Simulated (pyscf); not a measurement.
O=Nb(=O)–Cl (SMILES [O]=[Nb](=[O])[Cl]) + H₂O (SMILES O) -> O=Nb(OH)(OH)–Cl (SMILES [O]=[Nb]([OH])([OH])[Cl]), an addition across a multiple bond or ene-type step (singlet surface; H–O broken, H–O, Nb–O formed). Optimised with ωB97X-D3(BJ)/def2-SVP in PySCF. Energies in kcal/mol from the separated reactants.

AM1 to PM7: differences of heats of formation from MOPAC, which are fitted to 298 K values and so differ in kind from electronic energies by zero-point and thermal terms. 

Task: Quick PM7 single points give ΔE‡ = 43.7 kcal/mol and ΔE = -53.6 kcal/mol. What does ωB97M-D3(BJ)/def2-TZVP give, and how far is the quick result from it?

Result: ωB97M-D3(BJ)/def2-TZVP gives ΔE‡ = -20.8 kcal/mol and ΔE = -71.6 kcal/mol. PM7 lies 64.5 kcal/mol over it in the barrier and 18.0 kcal/mol over it in the reaction energy, so on this step it does not hold to within 3.0 kcal/mol. ωB97M-D3(BJ)/def2-TZVP has limits of its own. On the reactant side the descent ends in an adduct with a Nb–O contact, 39.9 kcal/mol under the separated species and 17.0 kcal/mol under the saddle at ωB97X-D3(BJ)/def2-TZVP. At ωB97M-D3(BJ) the saddle lies under the separated reactants, which points to a path from their complex (located at ωB97X-D3(BJ) alone). What is counted as formed (Nb–O) is already present as a longer contact in the reactant adduct; forming that adduct is a step of its own. At the saddle there is also a short H–Nb contact that neither side keeps. At ωB97X-D3(BJ)/def2-TZVP the barrier from the zero used here is -22.9 kcal/mol. One saddle was located; it need not be the lowest between these sides. In the def2 sets elements past Kr carry core potentials, without spin-orbit coupling.
